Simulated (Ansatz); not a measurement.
# Si–BH$_{2}$, quartet: reading a ladder of total energies

Geometry: a point of a stretch scan, not a stationary point.

| atom | x (Å) | y (Å) | z (Å) |
| --- | --- | --- | --- |
| Si | 0.0000 | 0.0000 | 0.5183 |
| B | 0.0000 | 0.0000 | -1.0547 |
| H | 0.0000 | -1.0760 | -1.5657 |
| H | 0.0000 | 1.0760 | -1.5657 |

Basis 6-31G; Ansatz 0.2.0. Only valence electrons are correlated (noble-gas cores frozen), which leaves 9 electrons in 20 orbitals. R marks a restricted (for open shells ROHF) determinant, U an unrestricted one.

Full CI is exact within this basis and frozen core; it isn't the basis-set limit. The frozen core follows each run's orbitals, which can shift R against U totals by a few meV.

Runs differ by some tens of microhartree through their thresholds and, for an open shell, their frozen cores, so steps under 0.1 kcal/mol mean nothing.

```
    level  total energy (hartree)
      UHF             -314.523906
     UMP2             -314.597853
    UCCSD             -314.620006
 UCCSD(T)             -314.622136
   UCCSDT             -314.622747
UCCSDT(Q)             -314.622844
  UCCSDTQ             -314.622856
  full CI             -314.622856
```

**Question.** What is the correlation energy at full CI, and what share of it do UMP2 and UCCSD(T) recover?

**Answer.** E(corr) = -314.622856 − (-314.523906) = -0.098950 hartree = -2.693 eV. UMP2: -0.073947 / -0.098950 = 74.73 %. UCCSD(T): -0.098230 / -0.098950 = 99.27 %.

**Question.** By how many kcal/mol does UCCSD(T) miss full CI (1 hartree = 627.509 kcal/mol), and which steps make up the rest?

**Answer.** -314.622136 − (-314.622856) = 0.000720 hartree = 0.45 kcal/mol. Steps: UCCSDT − UCCSD(T) = -0.38, UCCSDT(Q) − UCCSDT = -0.06, UCCSDTQ − UCCSDT(Q) = -0.01, full CI − UCCSDTQ = 0.00 kcal/mol. That is within 1 kcal/mol of the reference in this basis, which itself misses far more of the correlation at the basis-set limit.
